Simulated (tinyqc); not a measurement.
Hueckel theory of the pi electrons with the omega technique, for the molecule Fc1c[cH+]1 (SMILES; centres numbered as the heavy atoms are written), step by step. One step of it, computed by the program tinyqc.

Problem. Orbitals, round 2. Diagonalise; E = alpha + x beta with beta < 0, so the largest x are filled first; degenerate levels share their electrons. P = sum n_i c_ri c_si; each orbital has its largest coefficient positive (the first on a tie).

matrix after round 1, order 1F, 2C, 3C, 4C:
```
[[3.011837, 0.700000, 0.000000, 0.000000],
 [0.700000, 0.102358, 1.000000, 1.000000],
 [0.000000, 1.000000, 0.092903, 1.000000],
 [0.000000, 1.000000, 1.000000, 0.092903]]
```

pi electrons, sum of z_r less the charge = 4

Give: x values; occupations; coefficients; charge and bond-order matrix P.

Solution.

x values: [3.2347, 1.9559, -0.9071, -0.9835]

occupations: [2.0000, 2.0000, 0.0000, 0.0000]

coefficients, order 1F, 2C, 3C, 4C:
```
[[0.9343, -0.3264, 0.0000, -0.1433],
 [0.2975, 0.4924, 0.0000, 0.8180],
 [0.1389, 0.5705, 0.7071, -0.3939],
 [0.1389, 0.5705, -0.7071, -0.3939]]
```

charge and bond-order matrix P, order 1F, 2C, 3C, 4C:
```
[[1.9589, 0.2345, -0.1129, -0.1129],
 [0.2345, 0.6618, 0.6445, 0.6445],
 [-0.1129, 0.6445, 0.6896, 0.6896],
 [-0.1129, 0.6445, 0.6896, 0.6896]]
```
